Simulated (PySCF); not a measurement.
Simulated P 2p region for phosphaethyne (`C#P`), binding energy against the vacuum level.

Every computed line was given a Gaussian of 1.0 eV full width at half maximum and an area set by the number of equivalent atoms (split 2:1 within a doublet); the highest printed point is 100. Computed with delta-SCF UKS SCAN, pcX-2 on the ionised atom, pcseg-1 elsewhere, spin-free X2C in PySCF.

| binding energy (eV) | intensity |
| --- | --- |
| 135.8 | 0 |
| 135.9 | 0 |
| 136.0 | 1 |
| 136.1 | 2 |
| 136.2 | 4 |
| 136.3 | 7 |
| 136.4 | 11 |
| 136.5 | 18 |
| 136.6 | 27 |
| 136.7 | 38 |
| 136.8 | 51 |
| 136.9 | 64 |
| 137.0 | 77 |
| 137.1 | 89 |
| 137.2 | 96 |
| 137.3 | 100 |
| 137.4 | 100 |
| 137.5 | 96 |
| 137.6 | 90 |
| 137.7 | 83 |
| 137.8 | 76 |
| 137.9 | 71 |
| 138.0 | 66 |
| 138.1 | 61 |
| 138.2 | 56 |
| 138.3 | 50 |
| 138.4 | 43 |
| 138.5 | 36 |
| 138.6 | 29 |
| 138.7 | 22 |
| 138.8 | 16 |
| 138.9 | 11 |
| 139.0 | 7 |
| 139.1 | 4 |
| 139.2 | 2 |
| 139.3 | 1 |
| 139.4 | 1 |
| 139.5 | 0 |
| 139.6 | 0 |

Question: How many maxima does the curve show, and how many computed lines lie under it?

Answer: The curve has 1 maximum (at 137.3 eV). Under it lie 2 lines from 1 inequivalent phosphorus site, drawn as a 2p3/2, 2p1/2 pair. At this width some lines have no maximum of their own.

Question: Decompose the envelope and assign each component. Numbering: `[CH:1]#[P:2]`.

Answer: 
| position (eV) | relative area | line | atoms | environment |
| --- | --- | --- | --- | --- |
| 137.28 | 0.67 | P 2p3/2 | P2 | phosphorus bonded to C |
| 138.17 | 0.33 | P 2p1/2 | P2 | phosphorus bonded to C |

Question: What are the centre and the root-mean-square width of the whole band?

Answer: The area-weighted mean of the lines is 137.57 eV. Their own spread about it is 0.42 eV (rms) and each Gaussian has σ = 1.0/2.355 = 0.42 eV; the variances add, which gives 0.60 eV.

Shake-up satellites, vibrational structure and lifetime widths aren't simulated. The 2p values add to the ΔSCF energy of one spin-free hole a correction within the shell (spin–orbit coupling, ligand field). 2p1/2 minus 2p3/2 (ligand field included): P 0.89 eV. Geometry: GFN2-xTB; no solvent, vibrations or thermal averaging.
